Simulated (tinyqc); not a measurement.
G0W0 on RHF in the sto-3g basis, for HF, spin multiplicity 1, step by step. One step of it, computed by the program tinyqc.

Problem. Orthogonalisation. S = U s U^T; symmetric (Loewdin) form X = U s^(-1/2) U^T, so that X^T S X = 1.

overlap S, lower triangle:
```
           1F 1s     1F 2s    1F 2px    1F 2py    1F 2pz     2H 1s
1F 1s   1.000000
1F 2s   0.237990  1.000000
1F 2px  0.000000  0.000000  1.000000
1F 2py  0.000000  0.000000  0.000000  1.000000
1F 2pz  0.000000  0.000000  0.000000  0.000000  1.000000
2H 1s   0.037214  0.373123  0.000000  0.000000  0.306403  1.000000
```

Give: eigenvalues of S; X.

Solution.

eigenvalues of S: 0.4926  0.8461  1.0000  1.0000  1.1276  1.5337

X, lower triangle:
```
          1F 1s    1F 2s  1F 2px  1F 2py   1F 2pz   2H 1s
1F 1s    1.0230
1F 2s   -0.1304   1.0885
1F 2px   0.0000   0.0000  1.0000
1F 2py   0.0000   0.0000  0.0000  1.0000
1F 2pz  -0.0056   0.0532  0.0000  0.0000   1.0427
2H 1s    0.0194  -0.2247  0.0000  0.0000  -0.1809  1.1069
```
